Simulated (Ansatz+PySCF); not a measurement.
Two shapes of singlet MgCl2.

Shape 1:

```xyz
3

Cl    0.0000    0.0000   -2.1930
Mg    0.0000    0.0000    0.0000
Cl    0.0000    0.0000    2.1930
```

Shape 2:

```xyz
3

Cl    0.0000    0.0000   -2.3684
Mg    0.0000    0.0000    0.0000
Cl    0.0000    0.0000    2.3684
```

Basis set: def2-SVP (spherical functions). Frozen core: 11 orbitals. Charge 0, multiplicity 1.

Computed with Ansatz (development build ahead of 0.2.0); each method stands on the lowest determinant of its kind that the runs found.

(1) Which shape is lower in energy, and by how much in each method?

## Answers

(1)

```tsv
method	E(2) − E(1) (eV)
RHF-MP2	0.326
UHF-MP2	0.326
UHF-CCSD	0.323
RHF-CCSD(T)	0.311
UHF-CCSD(T)	0.311
```

Shape 1 is lower.
